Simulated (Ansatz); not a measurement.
**CH₂ (triplet): the correlation ladder at distance C1–H2 = 1.346 Å, cc-pVDZ**

How much of the correlation energy of CH₂ (triplet) does each wave-function method recover here?

The runs use Ansatz 0.2.0, Gaussian basis; cc-pVDZ, core rule «outside noble gas», up to 1 orbitals frozen.

Plan: UHF; CCSD(T) on ROHF; CCSD(T) on UHF; BCCD(T) on ROHF; CISD; CCSDT(Q) on ROHF; CCSDT(Q) on UHF; CASSCF and MRCISD+Q, 4 electrons in 4 orbitals; CASSCF and NEVPT2, 4 electrons in 4 orbitals; CASSCF and MRCISD+Q, 6 electrons in 6 orbitals; CASSCF and NEVPT2, 6 electrons in 6 orbitals; Full CI.

20 further runs of the same task are left out: 13 that didn't finish, 7 set aside as unsound or not needed.

## (1) The system

The geometry derives from a PBE0/def2-TZVP stationary point (not a proven minimum). One bond is set to the value named and the two fragments are kept rigid.

3 atoms, charge 0, spin multiplicity 3.

Atoms are counted from 1 here; the program's logs count them from 0.

Bond lengths: C1–H2 1.346 Å, C1–H3 1.079 Å. Angles: H2–C1–H3 134.8°.

## (2) UHF

Contents of in.yaml:

```yaml
crystal:
  periodic: [false, false, false]
  atoms:
    - {symbol: C, position_ang: [0.000000, -0.066939, 0.017718]}
    - {symbol: H, position_ang: [0.000000, 0.450117, -1.225009]}
    - {symbol: H, position_ang: [0.000000, 0.347529, 1.013879]}
basis:
  gaussian: {orbitals: cc-pVDZ}
magnetization: {spin_polarized: true, initial_magnetization: 2}
hamiltonian: {xc: hf}
output: {orbitals: {seedname: orbitals}}
```

Command:

```console
> ansatz run in.yaml --threads 1 --pin off --events-out ev --progress --plain --max-ram 2393MiB
```

The runs that follow: CCSD(T) on ROHF; CCSD(T) on UHF; BCCD(T) on ROHF; CISD; CCSDT(Q) on ROHF; CCSDT(Q) on UHF; CASSCF and MRCISD+Q, 4 electrons in 4 orbitals; CASSCF and NEVPT2, 4 electrons in 4 orbitals; CASSCF and MRCISD+Q, 6 electrons in 6 orbitals; CASSCF and NEVPT2, 6 electrons in 6 orbitals; Full CI.

Before running them: what should the planned runs give, taken together? Wanted: FCI below the RHF energy; RMP2 from FCI; UMP2 from FCI; RCCSD from FCI; RCCSD(T) from FCI; UCCSD(T) from FCI; RCCSDT(Q) from FCI; UCCSDT(Q) from FCI; NEVPT2 pair from FCI.

**Answer**, as computed:

| quantity | value |
| --- | --- |
| FCI below the RHF energy | -3.4418 eV |
| RMP2 from FCI | +695.8 meV |
| UMP2 from FCI | +683.4 meV |
| RCCSD from FCI | +76.2 meV |
| RCCSD(T) from FCI | +16.7 meV |
| UCCSD(T) from FCI | +16.1 meV |
| RCCSDT(Q) from FCI | +0.2 meV |
| UCCSDT(Q) from FCI | -0.6 meV |
| NEVPT2 pair from FCI | +586.9 meV |
| MRCISD+Q pair from FCI | +1.8 meV |
| NEVPT2 valence from FCI | +502.0 meV |
| levels within 1 kcal/mol (43 meV) | RCCSD(T), UCCSD(T), BCCD(T), RCCSDT, UCCSDT, RCCSDT(Q), UCCSDT(Q), MRCISD+Q pair, MRCISD+Q valence |
| T1 diagnostic | 0.023 |
| effectively unpaired electrons | 2.03 |

RCCSD(T) lands +16.7 meV from the yardstick (0.5 % of the correlation energy). One determinant dominates. Of the multireference levels listed MRCISD+Q pair comes nearest in total energy (+1.8 meV), which doesn't show that its space is the better one. These misses are within one basis, not against nature; the frozen cores of restricted and unrestricted runs differ, which can shift their rows.
